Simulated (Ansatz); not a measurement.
# O2S: the cost of one run

Method: cc-pV(Q+d)Z, core rule «outside noble gas», up to 7 orbitals frozen; program: Ansatz 0.2.0, Gaussian basis.

The runs, in order: UHF; CCSD(T) on RHF; CCSD(T) on UHF.

## (1) What is computed

The geometry is an MP2(full)/6-31G* stationary point (not a proven minimum).

3 atoms, charge 0, spin multiplicity 1.

Atoms are counted from 1 here; the program's logs count them from 0.

Bond lengths: S1–O2 1.477 Å, S1–O3 1.477 Å. Angles: O2–S1–O3 119.8°.

## (2) UHF

The input, in.yaml:

```yaml
crystal:
  periodic: [false, false, false]
  atoms:
    - {symbol: S, position_ang: [0.000000, 0.000000, 0.369885]}
    - {symbol: O, position_ang: [0.000000, 1.277617, -0.370651]}
    - {symbol: O, position_ang: [0.000000, -1.277617, -0.370651]}
basis:
  gaussian: {orbitals: "cc-pV(Q+d)Z.json"}
magnetization: {spin_polarized: true, initial_magnetization: 0}
hamiltonian: {xc: hf}
output: {orbitals: {seedname: orbitals}}
```

Started as:

```sh
$ ansatz run in.yaml --threads 1 --pin off --events-out ev --progress --plain --max-ram 4160MiB --backend cpu
```

What time and memory should one allow on 1 thread of AMD EPYC 7R13, shared host?

About 11 s, with a peak of 0.44 GiB.
